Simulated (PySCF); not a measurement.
H4Si, charge +1, multiplicity 2. Atoms are numbered in the order given.

```xyz
5

Si     0.0000     0.0000     0.0000
H     -1.5359     0.0000     0.0000
H      0.0000    -1.5359     0.0000
H      0.0000     1.5359     0.0000
H      1.5359     0.0000     0.0000
```
Charge +1, spin multiplicity 2.

Geometry: r2SCAN-D4/def2-TZVPD. A frequency run showed that this geometry is not a minimum. The multiplicity is an assumed one; other spin states were not compared. The isomer is the one that the SMILES or the coordinates give; other isomers of the formula were not compared.

Level of theory: PySCF with M06-2X/def2-TZVPD.

Mulliken values depend strongly on the basis, most of all with diffuse functions as here. Atomic charges (e):

```
atom  meta-Löwdin  Mulliken  Mulliken spin
----  -----------  --------  -------------
Si1          0.71      0.49           0.17
H2           0.07      0.13           0.21
H3           0.07      0.13           0.21
H4           0.07      0.13           0.21
H5           0.07      0.13           0.21
```
